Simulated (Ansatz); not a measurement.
C₂H₃⁺, relaxed as a triplet with UKS PBE0-D4/def2-TZVP in Ansatz, starting from the PBE0-D4/def2-TZVP geometry of the charge +1 singlet. Force threshold 0.02 eV/Å.

At PBE0-D4/def2-TZVP a singlet of charge 1 lies 1.74 eV below the triplet, each at its own geometry. The structure comes from a short search, and lower isomers may exist.

Start:

```tsv
atom	x (Å)	y (Å)	z (Å)
C1	-0.067	-0.271	0.400
C2	0.103	0.424	-0.626
H3	0.253	1.027	-1.514
H4	-0.764	-1.125	0.406
H5	0.476	-0.055	1.334
```

Q: Estimate the energy that the relaxation releases and the steps that it takes.

A: 65.6 kJ/mol, in 10 steps; 4.6 s on 4 threads of Arm Neoverse V2 on a shared host. No frequencies were taken in this run, so the end may be a saddle point.

Q: Does the start keep its bonding and symmetry?

A: By distances, no bond broke or formed. The bond that changes most is C1–C2, from 1.25 to 1.39 Å (atoms count from 1). Point group C2v at the start, Cs at the end, both within 0.05 Å.

Q: Predict the relaxed structure.

A: 
```xyz
5

C    -0.1089   -0.3180    0.3880
C    -0.0783    0.3113   -0.8473
H     0.4334    1.1533   -1.3100
H    -0.7543   -1.1838    0.5494
H     0.5081    0.0373    1.2200
```
Bond lengths: 1 × C–C 1.39 Å; 3 × C–H 1.09 to 1.10 Å.
